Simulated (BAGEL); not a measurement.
# C2H3Cl (SMILES C=CCl): RI-MP2/def2-SVPD (density fitting with cc-pvqz-jkfit)

Aim: the energy change on altering one bond length of C2H3Cl at RI-MP2/def2-SVPD (density fitting with cc-pvqz-jkfit), from 2 runs. 

Program for the calculation: BAGEL 1.2.2.

2 further runs of the same task are left out: 2 set aside as unsound or not needed.

## 1. The system as given

C2H3Cl: 6 atoms, total charge 0, spin state singlet. As SMILES, `C=CCl`. The coordinates come from a PBE0-D4/def2-TZVP relaxation.

Bond lengths: C1–C2 1.320 Å, C2–Cl3 1.721 Å, C1–H4 1.083 Å, C1–H5 1.083 Å, C2–H6 1.083 Å. Angles: C1–C2–Cl3 123.5°, C1–C2–H6 123.6°, Cl3–C2–H6 112.9°, C2–C1–H4 122.1°, C2–C1–H5 119.4°, H4–C1–H5 118.4°.

## 2. A single-point energy at RI-MP2/def2-SVPD (density fitting with cc-pvqz-jkfit)

input.json reads:

```json
{ "bagel": [

{
  "title": "molecule",
  "basis": "def2-svpd.json",
  "df_basis": "cc-pvqz-jkfit",
  "angstrom": true,
  "geometry": [
    { "atom": "C", "xyz": [      -0.461860,       0.202020,      -0.539180 ] },
    { "atom": "C", "xyz": [       0.378470,      -0.011560,       0.455830 ] },
    { "atom": "Cl", "xyz": [       0.897380,      -1.579540,       0.939640 ] },
    { "atom": "H", "xyz": [      -0.883050,      -0.607730,      -1.121290 ] },
    { "atom": "H", "xyz": [      -0.744690,       1.217510,      -0.788270 ] },
    { "atom": "H", "xyz": [       0.813760,       0.779300,       1.053260 ] }
  ]
},

{
  "title": "hf"
},

{
  "title": "mp2",
  "ncore": 7
}

]}
```

The basis set def2-SVPD is read from a file made from the Basis Set Exchange's data (not shown).

Started as:

```console
$ BAGEL_NUM_THREADS=1 BAGEL input.json > input.out
```

Standard output:

```text
* using 1 threads per process

  ===============================================================
  ===============================================================

  *** Geometry ***

  { "atom" : "C", "xyz" : [     -0.872789,      0.381762,     -1.018903 ] },
  { "atom" : "C", "xyz" : [      0.715205,     -0.021845,      0.861394 ] },
  { "atom" : "Cl", "xyz" : [      1.695802,     -2.984898,      1.775662 ] },
  { "atom" : "H", "xyz" : [     -1.668723,     -1.148443,     -2.118931 ] },
  { "atom" : "H", "xyz" : [     -1.407260,      2.300760,     -1.489614 ] },
  { "atom" : "H", "xyz" : [      1.537784,      1.472664,      1.990373 ] },

  Number of auxiliary basis functions:      513

  Since a DF basis is specified, we compute 2- and 3-index integrals:
    o Being stored without compression. Storage requirement is 0.034 GB

  Number of basis functions:       91
  Number of electrons      :       32

    * METHOD: MOLECULE                             0.26

  *** RHF ***

  === Nuclear Repulsion ===
    89.2688569740

      * DIIS with orbital gradients will be used.

  === RHF iteration (def2-svpd.json) ===
      0       -536.67688928          0.01200865           0.06
      1       -536.74880864          0.00497394           0.06
      2       -536.75720574          0.00138767           0.06
      3       -536.75830819          0.00042379           0.06
      4       -536.75838948          0.00011536           0.06
      5       -536.75840365          0.00005318           0.06
      6       -536.75840590          0.00001639           0.06
      7       -536.75840615          0.00000425           0.06
      8       -536.75840616          0.00000135           0.06
      9       -536.75840616          0.00000067           0.06
     10       -536.75840616          0.00000024           0.06
     11       -536.75840616          0.00000009           0.06
     12       -536.75840616          0.00000004           0.06
     13       -536.75840616          0.00000001           0.06
    * SCF iteration converged.

    * Permanent dipole moment:
           (    0.232936,    -0.574185,     0.228975) a.u.

    * METHOD: HF                                   0.95

  *** RHF ***

  === Nuclear Repulsion ===
    89.2688569740

      * DIIS with orbital gradients will be used.

  === RHF iteration (def2-svpd.json) ===
      0       -536.75840616          0.00000000           0.05
    * SCF iteration converged.

    * Permanent dipole moment:
           (    0.232936,    -0.574186,     0.228975) a.u.

  === DF-MP2 calculation ===

    * freezing 7 orbitals
    * 3-index integral transformation done
    * assembly done

      MP2 correlation energy:   -0.4253668667      0.04

      MP2 total energy:       -537.1837730307

    * METHOD: MP2                                  0.16

  ===============================================================
```

It took 1.5 s on 1 thread of Arm Neoverse V1, shared host; peak memory 0.11 GiB.

## 3. The distorted shape at the same level

input.json reads:

```json
{ "bagel": [

{
  "title": "molecule",
  "basis": "def2-svpd.json",
  "df_basis": "cc-pvqz-jkfit",
  "angstrom": true,
  "geometry": [
    { "atom": "C", "xyz": [   -0.398662,    0.323520,   -0.451837 ] },
    { "atom": "C", "xyz": [    0.441668,    0.109940,    0.543173 ] },
    { "atom": "Cl", "xyz": [    0.960578,   -1.458040,    1.026983 ] },
    { "atom": "H", "xyz": [   -0.883050,   -0.607730,   -1.121290 ] },
    { "atom": "H", "xyz": [   -0.681492,    1.339010,   -0.700927 ] },
    { "atom": "H", "xyz": [    0.876958,    0.900800,    1.140603 ] }
  ]
},
{ "title": "hf" },
{ "title": "mp2", "ncore": 7 }

]}
```

The basis set def2-SVPD is read from a file made from the Basis Set Exchange's data (not shown).

Started as:

```console
$ BAGEL_NUM_THREADS=1 BAGEL input.json > input.out
```

Standard output:

```text
* using 1 threads per process

  ===============================================================
  ===============================================================

  *** Geometry ***

  { "atom" : "C", "xyz" : [     -0.753362,      0.611364,     -0.853848 ] },
  { "atom" : "C", "xyz" : [      0.834632,      0.207756,      1.026448 ] },
  { "atom" : "Cl", "xyz" : [      1.815229,     -2.755296,      1.940717 ] },
  { "atom" : "H", "xyz" : [     -1.668723,     -1.148443,     -2.118931 ] },
  { "atom" : "H", "xyz" : [     -1.287833,      2.530362,     -1.324560 ] },
  { "atom" : "H", "xyz" : [      1.657210,      1.702265,      2.155427 ] },

  Number of auxiliary basis functions:      513

  Since a DF basis is specified, we compute 2- and 3-index integrals:
    o Being stored without compression. Storage requirement is 0.034 GB

  Number of basis functions:       91
  Number of electrons      :       32

    * METHOD: MOLECULE                             0.25

  *** RHF ***

  === Nuclear Repulsion ===
    88.6969945380

      * DIIS with orbital gradients will be used.

  === RHF iteration (def2-svpd.json) ===
      0       -536.66593905          0.01139557           0.06
      1       -536.73545062          0.00449391           0.06
      2       -536.74286735          0.00132498           0.06
      3       -536.74388177          0.00033094           0.06
      4       -536.74394143          0.00009618           0.06
      5       -536.74395121          0.00004494           0.06
      6       -536.74395268          0.00001396           0.06
      7       -536.74395287          0.00000382           0.06
      8       -536.74395289          0.00000116           0.06
      9       -536.74395289          0.00000057           0.06
     10       -536.74395289          0.00000022           0.06
     11       -536.74395289          0.00000010           0.06
     12       -536.74395289          0.00000004           0.06
     13       -536.74395289          0.00000001           0.06
     14       -536.74395289          0.00000000           0.06
    * SCF iteration converged.

    * Permanent dipole moment:
           (    0.225569,    -0.579255,     0.219620) a.u.

    * METHOD: HF                                   0.99

  *** RHF ***

  === Nuclear Repulsion ===
    88.6969945380

      * DIIS with orbital gradients will be used.

  === RHF iteration (def2-svpd.json) ===
      0       -536.74395289          0.00000000           0.05
    * SCF iteration converged.

    * Permanent dipole moment:
           (    0.225569,    -0.579255,     0.219620) a.u.

  === DF-MP2 calculation ===

    * freezing 7 orbitals
    * 3-index integral transformation done
    * assembly done

      MP2 correlation energy:   -0.4276391975      0.04

      MP2 total energy:       -537.1715920847

    * METHOD: MP2                                  0.16

  ===============================================================
```

Run time: 1.6 s. Hardware: 1 thread of Arm Neoverse V1, shared host; peak memory 0.11 GiB.

## 4. What came out

Level: RI-MP2/def2-SVPD (density fitting with cc-pvqz-jkfit), 7 core orbitals frozen.

```
                                                         quantity          value
                                        first shape: total energy  -537.18377 Eh
         first shape: correlation energy (7 core orbitals frozen)     -425.4 mEh
                                    distorted shape: total energy  -537.17159 Eh
     distorted shape: correlation energy (7 core orbitals frozen)     -427.6 mEh
energy change with the C1–H4 bond stretched from 1.083 to 1.245 Å       0.331 eV
```

**Reading.** With the C1–H4 bond stretched from 1.083 to 1.245 Å the energy rises by 0.33 eV (32.0 kJ/mol). The first shape isn't relaxed at this level, so the change isn't measured from a minimum.
